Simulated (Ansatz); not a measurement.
System: C2H3N, charge 1, doublet. C2H3N+ (parent SMILES N#CC, doublet).
B3LYP-D3(BJ)/def2-TZVP minimum from Ansatz (an electronic-structure program):
```
C
H 1 1.0912
C 1 1.3965 2 113.61
N 3 1.2023 2 152.31 1 180.00
H 1 1.1170 2 112.68 3 -123.79
H 1 1.1170 2 112.68 5 -112.42
```
Charge +1, spin multiplicity 2.

Total energies in aug-cc-pVDZ, 15 correlated electrons, 3 frozen orbitals. UHF or UKS for unpaired electrons; spin-orbit terms are left out. Correlated methods leave the cores frozen. No relativity. The spin of C2H3N+ (parent SMILES CC#N, doublet) was assumed, and the state is the lowest solution found for it.

```
method    program  energy (Eh)  minus CCSDT(Q) (mEh)
--------  -------  -----------  --------------------
HF         Ansatz   -131.54493                435.20
MP2        Ansatz   -131.92318                 56.94
CCSD       Ansatz   -131.96091                 19.21
CCSD(T)    Ansatz   -131.97728                  2.84
CCSDT(Q)   Ansatz   -131.98012                  0.00
```

Rough core times of Ansatz's runs on a shared machine: CCSD(T) 2 min, CCSDT(Q) 30 min.
